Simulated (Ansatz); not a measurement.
**Zr₂Ni: computed properties**

Computed with Ansatz 0.2.0, DFT r2SCAN, scalar-relativistic, plane waves, PAW.

Cutoff 500 eV; k points 10×10×10 on the computed 6-atom cell (Γ-centred); Gaussian smearing, width 0.10 eV; no spin polarisation.

The structure is relaxed at this level of theory with its symmetry kept. Whether it is the stable form of this composition wasn't checked.

```
Zr Ni
1.0
    -3.23521    3.23521    2.62197
     3.23521   -3.23521    2.62197
     3.23521    3.23521   -2.62197
Zr Ni
4 2
Direct
  0.66421 0.16421 0.82842
  0.16421 0.33579 0.50000
  0.33579 0.83579 0.17158
  0.83579 0.66421 0.50000
  0.25000 0.25000 0.00000
  0.75000 0.75000 0.00000
```

```
Space group                                                       : I4/mcm (No. 140)
Volume per atom                                                   : 18.30 Å³
Formation energy from the elements' standard states (uncorrected) : -0.313 eV/atom
Generalised Kohn–Sham band gap                                    : none (metal)
Density of states at the Fermi level                              : 6.58 states/eV per cell
Löwdin character within 0.5 eV of the Fermi level                 : Zr 4d 71 %, Ni 3d 13 %, unprojected 7 %
Bader charges (e)                                                 : Zr (4 in the cell) 0.74, Ni (2 in the cell) -1.48
```

Spin polarisation was left out, and a magnetic state may lie lower.

A ferromagnetic start lost its moments in a first run, so spin was left out; other magnetic orders weren't tried.

Cost: 1 run of about 4.8 core-minutes, on Arm Neoverse V1 (shared hosts).